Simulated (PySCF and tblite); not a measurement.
The numbers below are computed, except where a source is named.
System: C₄H₉NS, numbered as in [CH2:1]1[CH2:2][NH:3][CH2:4][S:5][CH2:6]1.

Motion: pyramidal inversion at N3. GFN2-xTB gives an electronic barrier of 6.4 kcal/mol and a reaction energy of 4.5 kcal/mol.

(1) What does PBE0/pcSseg-1 + D3(BJ) give on PBE0-D3(BJ)/def2-SVP geometries?

(2) And the level of the geometries itself, PBE0-D3(BJ)/def2-SVP?

Programs: tblite and PySCF.

Results:

(1) A barrier of 5.8 kcal/mol, 0.6 below the tight-binding barrier (from unrounded values), a reaction energy of 3.3 kcal/mol and, with GFN2-xTB thermal terms, ΔG‡(298 K) = 4.6 kcal/mol and k = 2.5×10⁹ s⁻¹ (1 equivalent path).

(2) 5.4 kcal/mol.
